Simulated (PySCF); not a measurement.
Geometry (Å), atoms numbered from 1 in this order:
```xyz
10

B     1.4478    0.3187    0.2217
N     0.3119   -0.5419   -0.4232
Si   -1.3079   -0.1972   -0.0809
H     2.4016    0.4892   -0.5734
H     0.9587    1.4382    0.5056
H     1.8925   -0.1881    1.2830
H     0.5390   -1.5119   -0.6140
H    -2.2185   -1.2286   -0.7280
H    -1.7707    1.1352   -0.6131
H    -1.7787   -0.1829    1.3665
```

Total charge -1.

Geometry: PBE0-D3(BJ)/def2-SVP; GIAO shifts from PySCF 2.14.0 with density-fitted response routines, gas phase, non-relativistic, averaged over equivalent atoms.

At PBE0/pcSseg-1 (93 basis functions, 4.2 s wall time on 1 thread of an x86-64 server CPU, shared host):
```csv
atoms,δ (ppm)
B1,-25.1
N2,0.4
Si3,-75.2
H8/H9/H10,4.48
H4/H5/H6,2.17
H7,-2.18
```

References, each an isolated molecule treated in the same way: 11B (100.73 ppm) vs BF3·OEt2; NH3 for 15N (265.67 ppm); 29Si (351.99 ppm) and 1H (31.27 ppm) vs TMS.

Task: Estimate the result of repeating the calculation with wB97X-D/pcSseg-2.

Result: 
```csv
atoms,δ at wB97X-D/pcSseg-2,change
B1,-25.8,-0.7
N2,-0.6,-1.0
Si3,-76.3,-1.1
H8/H9/H10,4.55,+0.07
H4/H5/H6,2.16,-0.01
H7,-2.00,+0.18
```

References, each an isolated molecule treated in the same way: BF3·OEt2 for 11B (σref 99.96); 15N (σref 260.06) vs NH3; TMS for 29Si (σref 340.70) and 1H (σref 31.36).

The largest change is at Si3 (silicon bonded to N, 3 H). Cost: 213 basis functions, 14 s wall time on 1 thread of an x86-64 server CPU, shared host.

Experimental scales use liquid or dissolved standards, which lie at an offset from isolated NH3 (liquid NH3: subtract about 20 ppm).
